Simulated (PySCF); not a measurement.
difluorosilane, F2H2Si, SMILES F[SiH2]F, point group C2v.

Level: B3LYP/pcSseg-2 in PySCF (density fitting, grid level 2); geometry and Hessian at that level, cubic constants and property derivatives from steps of ±0.6 along each species' dimensionless normal coordinates, second-order vibrational perturbation theory. The parent has the commonest isotopes.

Equilibrium geometry (Å):

```
atom        x        y        z
  F1  -1.2470  -0.9207  -0.0465
 Si2   0.0055   0.0578  -0.0043
  F3   1.3139  -0.8062  -0.2688
  H4  -0.1324   1.0382  -1.0896
  H5   0.0944   0.6423   1.3404
```

Species: parent. Output of the displacement run:

```
mode    cm-1    km/mol   phi_rrr   E(+)/cm-1  E(-)/cm-1
  1    316.57    18.98     -33.6      55.85      58.27
  2    715.56   140.41       1.5     130.94     127.86
  3    736.76     0.01      -1.8     130.89     135.82
  4    857.75    77.59    -162.6     148.69     160.40
  5    899.71     3.20       0.1     163.89     160.21
  6    983.45   333.93       1.5     178.92     175.47
  7    993.47   137.35      96.7     182.63     175.70
  8   2287.74    56.67     875.4     444.81     381.89
  9   2298.58   152.03      21.5     416.21     414.60
```

For the shielding of F3 (σe = 327.95 ppm):

| mode | ω (cm⁻¹) | Σr φrrs (cm⁻¹) | ∂σ/∂q | ∂²σ/∂q² |
| --- | --- | --- | --- | --- |
| 1 | 317 | -5 | -2.818 | -2.036 |
| 2 | 716 | 5 | 0.007 | -2.361 |
| 3 | 737 | -6 | 0.009 | -5.042 |
| 4 | 858 | -432 | -0.863 | -1.481 |
| 5 | 900 | 2 | 0.550 | -2.193 |
| 6 | 983 | 5 | 5.442 | -1.341 |
| 7 | 993 | 53 | 8.288 | -0.925 |
| 8 | 2288 | 869 | 5.918 | -0.530 |
| 9 | 2299 | 7 | 0.053 | -0.557 |

Work out the zero-point average of this shielding.

With ⟨qs⟩ = −Σr φrrs/(4ωs) and ⟨qs²⟩ = 1/2: the mean displacements are 0.004, -0.002, 0.002, 0.126, -0.001, -0.001, -0.013, -0.095, -0.001. The anharmonic term Σ (∂σ/∂q)⟨q⟩ is -0.81 ppm, the harmonic term ¼ Σ ∂²σ/∂q² is -4.12 ppm, so ⟨σ⟩ = 323.02 ppm.
